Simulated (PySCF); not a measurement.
## How methods differ on the ionisation energy of Be

Be [He] 2s2 (1S) → Be⁺ [He] 2s1 (2S), as a difference of total energies. Calculation: PySCF 2.14, in x2c-TZVPPall; scalar relativity by spin-free X2C-1e. Correlated levels: valence: 1s2 frozen. The calculations carry no spin-orbit coupling.

```csv
method,ionisation energy (eV),error (eV)
UHF,8.043,-1.280
MP2 (valence),8.753,-0.570
SCS-MP2 (valence),8.895,-0.428
CCSD (valence),9.270,-0.053
```

Reference: 9.323 eV (measured; NIST Atomic Spectra Database, ionization energies).

Errors of the correlated levels include the incompleteness of this basis and the frozen core.

With two correlated electrons CCSD is exact in that space.
